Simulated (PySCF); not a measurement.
## Worked example: N–GaH2⁺, quartet against N–GaH₂, triplet

Geometry (PBE0/def2-TZVP stationary point of a triplet), kept for both states (N–GaH2, triplet: A2; N–GaH2⁺, quartet: A2):

```csv
atom,x (Å),y (Å),z (Å)
N,0.0000,0.0000,1.6258
Ga,0.0000,0.0000,-0.2970
H,0.0000,1.3863,-1.0229
H,0.0000,-1.3863,-1.0229
```

Basis cc-pVDZ; PySCF 2.14.0. Only valence electrons are correlated (noble-gas cores and the filled d shells of p-block atoms frozen). Prefix R: restricted or restricted open-shell reference. No spin–orbit coupling is included, and no scalar relativity.

Full CI isn't at hand for all of this; RCCSDT serves as the reference. It lacks quadruple excitations, which often exceed the step from CCSD(T) to CCSDT.

```
   level  E(N–GaH2, triplet) (hartree)  E(N–GaH2⁺, quartet) (hartree)
RCCSD(T)                  -1978.946064                   -1978.597244
     PBE                  -1980.267141                   -1979.904262
   B3LYP                  -1980.686239                   -1980.319316
  RCCSDT                  -1978.946943                   -1978.598048
```

**Question.** Give the vertical gap, N–GaH2⁺ quartet less N–GaH2 triplet, at each level in eV (1 hartree = 27.2114 eV), and each error against RCCSDT.

**Answer.** RCCSDT: (-1978.598048 − (-1978.946943)) × 27.2114 = 9.494 eV (the reference)
B3LYP: (-1980.319316 − (-1980.686239)) × 27.2114 = 9.984 eV, error 0.490 eV
PBE: (-1979.904262 − (-1980.267141)) × 27.2114 = 9.874 eV, error 0.380 eV
RCCSD(T): (-1978.597244 − (-1978.946064)) × 27.2114 = 9.492 eV, error -0.002 eV

Total energies of functionals can't be set beside those of wave-function methods, since they hold the core's correlation and their own absolute errors; only the differences compare.

In so small a basis the reference is far from its limit while semilocal and hybrid functionals are nearer theirs, so the functionals' errors here hold much of the reference's basis and frozen-core error, which can add to them or hide them.

Each level lands on the state that its own search finds. T1 diagnostics of restricted CCSD: 0.021 and 0.030.
